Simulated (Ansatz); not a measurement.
# P₂H₄ (triplet): the correlation ladder at a displaced geometry (v2), cc-pVDZ

One table from this session's results is given with a row withheld; the runs are named, their logs left out.

Computed with Ansatz 0.2.0, Gaussian basis. Level: cc-pVDZ, core rule «outside noble gas», up to 10 orbitals frozen.

To be run: UHF; CCSD(T) on ROHF; CCSD(T) on UHF; BCCD(T) on ROHF; CISD; CCSDT(Q) on ROHF; CCSDT(Q) on UHF; CASSCF and MRCISD+Q, 10 electrons in 10 orbitals; CASSCF and NEVPT2, 10 electrons in 10 orbitals.

27 further runs of the same task are left out: 4 for a known fault of the program, 6 that didn't finish, 17 set aside as unsound or not needed.

### The system

The geometry is a PBE0/def2-TZVP stationary point (not a proven minimum) with its atoms shifted at random (size 0.100 Å).

6 atoms, charge 0, spin multiplicity 3.

Atoms are counted from 1 here; the program's logs count them from 0.

Bond lengths: P1–H3 1.434 Å, P1–H4 1.501 Å, P2–H5 1.399 Å, P2–H6 1.231 Å. Angles: H3–P1–H4 91.3°, H5–P2–H6 93.0°.

As a file:

```xyz
6
H4P2
P     0.0805    0.0758    1.4786
P    -0.0859   -0.0922   -1.5228
H    -0.0067    0.3125    2.8905
H     0.0722   -1.4098    1.6919
H     1.0050    0.7776   -1.6217
H    -0.9053    0.8233   -1.6036
```

Set-up of the first run:

The input, in.yaml:

```yaml
crystal:
  periodic: [false, false, false]
  atoms:
    - {symbol: P, position_ang: [0.080502, 0.075838, 1.478625]}
    - {symbol: P, position_ang: [-0.085879, -0.092225, -1.522790]}
    - {symbol: H, position_ang: [-0.006749, 0.312517, 2.890538]}
    - {symbol: H, position_ang: [0.072245, -1.409840, 1.691928]}
    - {symbol: H, position_ang: [1.005034, 0.777606, -1.621717]}
    - {symbol: H, position_ang: [-0.905305, 0.823302, -1.603580]}
basis:
  gaussian: {orbitals: cc-pVDZ}
magnetization: {spin_polarized: true, initial_magnetization: 2}
hamiltonian: {xc: hf}
output: {orbitals: {seedname: orbitals}}
```

On the command line:

```bash
> ansatz run in.yaml --threads 1 --pin off --events-out ev --progress --plain --max-ram 2393MiB
```

Steps of the session up to this table: UHF; CCSD(T) on ROHF; CCSD(T) on UHF; BCCD(T) on ROHF; CISD; CCSDT(Q) on ROHF; CCSDT(Q) on UHF; CASSCF and MRCISD+Q, 10 electrons in 10 orbitals; CASSCF and NEVPT2, 10 electrons in 10 orbitals.

One of the session's tables, all rows but one given; the rest of the session is left out.

```
          method  from UCCSDT(Q) (kcal/mol)
            ROHF                    +180.81
             UHF                    +174.84
            RMP2                     +35.88
            UMP2                     +36.63
            CISD                          ?
           RCCSD                      +5.03
           UCCSD                      +4.89
        RCCSD(T)                      +0.96
        UCCSD(T)                      +0.96
         BCCD(T)                      +0.95
          RCCSDT                      +0.20
          UCCSDT                      +0.18
       RCCSDT(Q)                      +0.01
       UCCSDT(Q)                          0
  CASSCF valence                    +142.66
  NEVPT2 valence                     +37.26
  MRCISD valence                     +14.51
MRCISD+Q valence                      +0.82
```

Estimate the missing values for CISD.

The run gave: from UCCSDT(Q) (kcal/mol): +22.38. In the column «from UCCSDT(Q) (kcal/mol)» it lies between MRCISD valence (+14.51) and RMP2 (+35.88).

To keep in mind: Restricted and unrestricted rows rest on different reference determinants; where their highest levels disagree by more than a few hundredths of an eV, they describe different states and don't form one ladder.
